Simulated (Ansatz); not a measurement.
# Bromine, solid Br2 (Cmce) under LDA: convergence with the Methfessel-Paxton smearing

How small must the Methfessel-Paxton smearing width be for energy and pressure to settle? The geometry was relaxed under LDA beforehand and stays fixed; 7 values are run, from 0.01 to 1.0 eV. Wanted are the values from which on the energy stays within 10 and 1 meV/atom, and the pressure within 0.5 GPa, of the narrowest run. Within the series other settings stay, but some runs also write fields, which adds to their time. Spin polarisation is left out.

Method: DFT LDA, plane waves with PAW, scalar-relativistic, in Ansatz 0.2.0.

1 further run of the same task is left out (set aside as unsound or not needed).

## 1. The starting structure

It takes space group Cmce (No. 64, orthorhombic). Conventional cell: a = 6.656 Å, b = 3.903 Å, c = 8.473 Å, α = 90.00°, β = 90.00°, γ = 90.00°. Br (site symmetry m) is surrounded by 1 Br at 2.40 Å.

Coordinates:

```
Br
1.0
     3.32809   -1.95172    0.00000
     3.32809    1.95172    0.00000
     0.00000    0.00000    8.47323
Br
4
Cartesian
  3.3281 -1.3298 1.0246
  3.3281 -0.6219 5.2612
  3.3281 1.3298 7.4486
  3.3281 0.6219 3.2120
```

## 2. With a width of 0.01 eV

The run at 0.01 eV.

Input file input.yaml:

```yaml
crystal:
  lattice:
    - [3.3280929616, -1.9517224565, 0.0]
    - [3.3280929616, 1.9517224565, 0.0]
    - [0.0, 0.0, 8.4732333614]
  atoms:
    - { symbol: Br, position: [0.8406697304, 0.1593302696, 0.1209213125] }
    - { symbol: Br, position: [0.6593302696, 0.3406697304, 0.6209213125] }
    - { symbol: Br, position: [0.1593302696, 0.8406697304, 0.8790786875] }
    - { symbol: Br, position: [0.3406697304, 0.6593302696, 0.3790786875] }
hamiltonian:
  xc: lda
  pseudopotentials:
    kind: paw
    azcp:
      Br: "pseudopotentials/Br.paw.azcp"
basis:
  ecutwfc: 420
  fft_grid_basis: typed
kpoints:
  mp_grid: { grid: [9, 9, 4], shift: [0, 0, 0] }
magnetization:
  spin_polarized: false
scf:
  occupations: { method: methfessel_paxton, width: 0.01 }
  lower_state_search: "off"
output:
  stress: true
```

Launch:

```bash
ansatz run input.yaml --threads 2 --pin off --max-ram 5120MiB --backend cpu --events-out ev --progress --plain --runs-dir out
```

## 3. With a width of 0.03 eV

The run at 0.03 eV.

input.yaml, as its differences from that of step 2:

```diff
@@ -24,3 +24,3 @@
 scf:
-  occupations: { method: methfessel_paxton, width: 0.01 }
+  occupations: { method: methfessel_paxton, width: 0.03 }
   lower_state_search: "off"
```

## 4. With a width of 0.1 eV

The run at 0.1 eV.

input.yaml, as its differences from that of step 3:

```diff
@@ -24,3 +24,3 @@
 scf:
-  occupations: { method: methfessel_paxton, width: 0.03 }
+  occupations: { method: methfessel_paxton, width: 0.1 }
   lower_state_search: "off"
```

## 5. With a width of 0.2 eV

The run at 0.2 eV.

input.yaml, as its differences from that of step 4:

```diff
@@ -24,3 +24,3 @@
 scf:
-  occupations: { method: methfessel_paxton, width: 0.1 }
+  occupations: { method: methfessel_paxton, width: 0.2 }
   lower_state_search: "off"
```

## 6. With a width of 0.3 eV

The run at 0.3 eV.

input.yaml, as its differences from that of step 5:

```diff
@@ -24,3 +24,3 @@
 scf:
-  occupations: { method: methfessel_paxton, width: 0.2 }
+  occupations: { method: methfessel_paxton, width: 0.3 }
   lower_state_search: "off"
@@ -28 +28,5 @@
   stress: true
+  write_density: true
+  write_potential: true
+  elf: true
+  volumetric_format: npy
```

## 7. With a width of 0.6 eV

The run at 0.6 eV.

input.yaml, as its differences from that of step 6:

```diff
@@ -24,3 +24,3 @@
 scf:
-  occupations: { method: methfessel_paxton, width: 0.3 }
+  occupations: { method: methfessel_paxton, width: 0.6 }
   lower_state_search: "off"
```

## 8. With a width of 1.0 eV

The run at 1.0 eV.

input.yaml, as its differences from that of step 7:

```diff
@@ -24,3 +24,3 @@
 scf:
-  occupations: { method: methfessel_paxton, width: 0.6 }
+  occupations: { method: methfessel_paxton, width: 1.0 }
   lower_state_search: "off"
@@ -28,5 +28 @@
   stress: true
-  write_density: true
-  write_potential: true
-  elf: true
-  volumetric_format: npy
```

(Steps that only read results are left out.)

Before running it: what results should come out?

**Answer**, as computed:

| quantity | value |
| --- | --- |
| E(σ → 0) stays within 10 meV/atom of 0.01 eV | up to 0.6 eV |
| E(σ → 0) stays within 1 meV/atom | up to 0.6 eV |
| pressure stays within 0.5 GPa | up to 0.6 eV |
| pressure at 0.01 eV | -0.04 GPa |

**Reading.** At 1.0 eV the energy differs by +15.8 meV/atom and the pressure by -0.6 GPa. Over the range F shifts by +43.9 meV/atom, while E(σ → 0) shifts by +15.8. While the width stays far under the gap, it changes nothing. The cell taken over is 14 % smaller than the measured one (31.89 Å³/atom, COD), which weighs on all values here.
